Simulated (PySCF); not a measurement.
Simulated C 1s region for `C#CC(Cl)(Cl)Cl`, binding energy against the vacuum level.

Every computed line was given a Gaussian of 0.6 eV full width at half maximum and an area set by the number of equivalent atoms; the highest printed point is 100. Level of theory: PySCF, delta-SCF UKS SCAN, pcX-2 on the ionised atom, pcseg-1 elsewhere, spin-free X2C.

binding energy (eV), intensity and a bar:
```
    290.6          1 
    290.8          9 ###
    291.0         33 ##########
    291.2         71 #####################
    291.4         96 #############################
    291.6        100 ##############################
    291.8         90 ###########################
    292.0         57 #################
    292.2         22 ######
    292.4          5 #
    292.6          1 
    292.8          0 
    293.0          0 
    293.2          0 
    293.4          0 
    293.6          0 
    293.8          0 
    294.0          0 
    294.2          0 
    294.4          0 
    294.6          0 
    294.8          0 
    295.0          0 
    295.2          0 
    295.4          2 #
    295.6         14 ####
    295.8         44 #############
    296.0         73 ######################
    296.2         66 ####################
    296.4         32 ##########
    296.6          8 ###
    296.8          1
```

Problem. Count the maxima, the lines and the sites behind this envelope.

Solution. The curve has 2 maxima (at 291.6 and 296.1 eV). Under it lie 3 lines from 3 inequivalent carbon sites. At this width some lines have no maximum of their own.

Problem. Decompose the envelope and assign each component. Numbering: `[CH:1]#[C:2][C:3]([Cl:4])([Cl:5])[Cl:6]`.

Solution. 
```tsv
position (eV)	relative area	line	atoms	environment
291.33	1	C 1s	C1	terminal alkyne carbon
291.79	1	C 1s	C2	alkyne carbon
296.07	1	C 1s	C3	CCl3 carbon
```

The listed C 1s values span 4.74 eV, from C1 (bonded to C (triple bond) and H) to C3 (bonded to 3 Cl and C). The widest gap between neighbouring values is 4.28 eV, between 291.79 and 296.07 eV. Summing the Pauling electronegativity differences to the bonded atoms, each weighted by its formal bond order, gives -0.35 for the lowest site and +1.83 for the highest; no listed site has a larger sum than the highest.

No satellites, vibrations or lifetime broadening are included. The unrestricted hole states depart most from a pure doublet (⟨S²⟩ = 0.75; over 0.85 named) for C 1s of C2 (0.86), which makes this value less certain. Geometry: GFN2-xTB; no solvent, vibrations or thermal averaging.

Hardware: one thread of an Arm Neoverse V2, shared host. Cost: 21 s of wall time.
